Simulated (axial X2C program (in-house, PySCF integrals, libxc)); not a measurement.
# Bond lengths and stretching modes, held linear, of NBO

Computed with an axial X2C code built on PySCF integrals: two-component X2C with atomic mean-field Coulomb and Gaunt terms, Gaussian nuclei, basis N dyall-av3z, B dyall-v3z, O dyall-av3z with contracted cores. Spin-free rows use the one-electron spin-free X2C Hamiltonian.

Masses N 14.003, B 11.009, O 15.995 u. States: 2c Ω = 1 (beyond evenly filled blocks: ω = -1/2, ω = 3/2); spin-free M_S = 1, Λ = 0 (beyond evenly filled blocks: π+α, π-α).

TPSSh, 2c: energies above the lowest point

| r(N–B) (Å) | r(B–O) (Å) | E (meV) |
| --- | --- | --- |
| 1.3884 | 1.1807 | 87.19 |
| 1.3884 | 1.2110 | 22.94 |
| 1.3884 | 1.2413 | 34.41 |
| 1.4240 | 1.1807 | 57.92 |
| 1.4240 | 1.2110 | 0.00 |
| 1.4240 | 1.2413 | 18.04 |
| 1.4240 | 1.2716 | 98.18 |
| 1.4596 | 1.1807 | 68.08 |
| 1.4596 | 1.2110 | 15.67 |
| 1.4596 | 1.2413 | 39.46 |
| 1.4952 | 1.2110 | 62.87 |
| 1.4952 | 1.2716 | 182.94 |

Q: Fit a quadratic surface with cubic terms in each bond: where is the minimum, and what are the two stretching wavenumbers?

A: At TPSSh, 2c: bonds 1.425 and 1.218 Å; harmonic stretches 903.7 and 1883.1 cm⁻¹; force constants 4.83, 12.7 and coupling 0.85 mdyn/Å.

The other levels and Hamiltonians give:

| Hamiltonian | level | r(N–B) (Å) | r(B–O) (Å) | lower stretch (cm⁻¹) | upper stretch (cm⁻¹) |
| --- | --- | --- | --- | --- | --- |
| 2c | PBE0 | 1.424 | 1.211 | 909.4 | 1930.2 |
| 2c | HF | 1.448 | 1.184 | 921.4 | 2119.9 |
| 2c | MP2 | 1.452 | 1.217 | 885.3 | 2000.1 |
| spin-free | PBE0 | 1.424 | 1.211 | 909.5 | 1930.2 |
| spin-free | HF | 1.448 | 1.184 | 921.5 | 2119.8 |
| spin-free | TPSSh | 1.425 | 1.218 | 903.7 | 1883.1 |
| spin-free | MP2 | 1.452 | 1.217 | 885.4 | 2000.2 |

Each state is one determinant, the lowest of a limited PBE0 search; the stretches come from a fit to these few points and carry an uncertainty of a few per cent. Other orders of the atoms were not compared. MP2 freezes inner shells (threshold -2 hartree). The molecule was held linear; bending was not examined, so a bent shape may lie lower. Open-shell Ω = 0 determinants with evenly filled partner blocks cannot be reached by this program, so the Ω shown need not be the lowest component. Note: several unpaired electrons, one determinant need not be a pure state.
